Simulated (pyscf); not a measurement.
`[OH][As]([OH])[SiH3]` + `[H][H]` -> `[OH][AsH][OH]` + `[SiH4]`, a four-centre exchange (singlet surface; As–Si, H–H broken, As–H, H–Si formed). PySCF, gas phase, ωB97X-D3(BJ)/def2-SVP geometries. Energies in kcal/mol from the separated reactants.

GFN2-xTB: tblite. 

Question: In single points GFN2-xTB puts the saddle at 32.0 kcal/mol and the reaction energy at -12.3 kcal/mol. Should these be trusted to within a few kcal/mol? Compare with ωB97M-D3(BJ)/def2-TZVP.

Answer: ωB97M-D3(BJ)/def2-TZVP gives ΔE‡ = 47.5 kcal/mol and ΔE = -4.2 kcal/mol. GFN2-xTB lies 15.5 kcal/mol under it in the barrier and 8.0 kcal/mol under it in the reaction energy, so on this step it does not hold to within 3.0 kcal/mol. ωB97M-D3(BJ)/def2-TZVP has limits of its own. HO–As(OH)–SiH₃ lies 18.0 kcal/mol over its isomer HO–SiH₂–AsH–OH (electronic energy, ωB97M-D3(BJ)). One saddle was located; it need not be the lowest between these sides. In the def2 sets elements up to Kr have no core potential.
